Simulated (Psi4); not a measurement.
## Worked example: vertical energy of the triplet above the singlet of SF2 (sulfur difluoride)

SF2: 3 atoms, total charge 0, spin state singlet. As SMILES, `FSF`. The shape is that of a PBE0-D4/def2-TZVP optimisation.

```tsv
atom	x (Å)	y (Å)	z (Å)
F	0.4401	1.1164	0.3654
S	-0.6020	0.1265	-0.3152
F	0.1618	-1.2430	-0.0502
```

Both states at this one shape; open shells run unrestricted unless said. 1 Eh = 27.2114 eV.

```tsv
level	program	singlet SF2 (Eh)	triplet SF2 (Eh)
B3LYP/def2-TZVP	Psi4	-597.946940	-597.851033
B2PLYP/def2-TZVP (density fitting for correlation), 7 core orbitals frozen	Psi4	-597.699078	-597.601462
MP2/def2-TZVP, 7 core orbitals frozen	Psi4	-597.117061	-597.016066
CCSD/def2-TZVP, 7 core orbitals frozen	Psi4	-597.131295	-597.028508
```

Problem. Work out the vertical gap, second state less first, at each level.

Solution. 
1. B3LYP/def2-TZVP: -597.851033 − (-597.946940) = 0.095907 Eh = 2.61 eV.
2. B2PLYP/def2-TZVP (density fitting for correlation): -597.601462 − (-597.699078) = 0.097616 Eh = 2.66 eV.
3. MP2/def2-TZVP: -597.016066 − (-597.117061) = 0.100995 Eh = 2.75 eV.
4. CCSD/def2-TZVP: -597.028508 − (-597.131295) = 0.102787 Eh = 2.80 eV.

No measured value is set beside it here; the levels span 2.61 to 2.80 eV.
